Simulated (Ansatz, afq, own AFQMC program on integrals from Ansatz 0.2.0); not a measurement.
## AlH2⁻, singlet → AlH2⁻, triplet

```xyz
3

Al    0.0000   -0.0810    0.0000
H     0.0000    1.0848   -1.2329
H     0.0000    1.0848    1.2329
```

E(triplet, charge -1) − E(singlet, charge -1) at this geometry, on RHF and UHF determinants.

Basis 6-31++G**. Noble-gas cores (and the filled d shells of Ga–Kr and In–Xe) are frozen. AFQMC by an in-house program on the Cholesky factors that Ansatz 0.2.0 writes for its CCSD(T) run. The CISD trial takes its coefficients from CCSD amplitudes. Released means that phaseless walkers are propagated on without the constraint, phases kept. Uncertainties: one standard error, sampling alone. The errors of all members are added in quadrature.

Full CI is exact in this basis; where marked, its frozen core comes from its own orbitals, which moves totals by up to a few meV.

Errors are counted within 6-31++G**, not against nature.

Cautions: AlH₂⁻ (singlet): restricted determinant unstable towards unrestricted (UHF 53 meV lower, ⟨S²⟩ 0.35); AlH₂⁻ (triplet): another spin lies lower, at this level and basis the anion state lies above a neutral one, full CI with its own frozen core.

```
level  vertical spin gap (kcal/mol)
 CCSD                          19.0
   HF                           8.8
```

Problem. From these cheaper values, estimate the vertical spin gap at the reference level in 6-31++G**.

Solution. 19.1 kcal/mol (full CI in 6-31++G**).

```json
{"level": "MP2", "vertical spin gap (kcal/mol)": "16.3", "error against FCI (kcal/mol)": "-2.9"}
{"level": "CCSD(T)", "vertical spin gap (kcal/mol)": "19.1", "error against FCI (kcal/mol)": "0.0"}
{"level": "CCSDT", "vertical spin gap (kcal/mol)": "19.1", "error against FCI (kcal/mol)": "-0.1"}
{"level": "CCSDT(Q)", "vertical spin gap (kcal/mol)": "19.1", "error against FCI (kcal/mol)": "0.0"}
{"level": "ph-AFQMC/HF", "vertical spin gap (kcal/mol)": "19.5 ± 0.7", "error against FCI (kcal/mol)": "0.4 ± 0.7"}
{"level": "ph-AFQMC/CISD", "vertical spin gap (kcal/mol)": "19.1 ± 0.1", "error against FCI (kcal/mol)": "0.0 ± 0.1"}
{"level": "released AFQMC", "vertical spin gap (kcal/mol)": "19.2 ± 0.1", "error against FCI (kcal/mol)": "0.0 ± 0.1"}
```

Correlation beyond CCSD(T) changes it by less than 2 meV. The perturbative (T) step is worth +0.1 kcal/mol.

CCSDT and higher add their correlation energy to the determinant of the CCSD(T) run, since their own runs factorise the integrals more tightly (a shift of under 2 meV). A walk keeps the symmetry of its determinant, which the program's search chose and which needn't be the lowest solution, so a lower state of the same spin and another symmetry isn't excluded. Released energies are given only where the last usable release times agree within the noise; a slower fall can still hide under it.
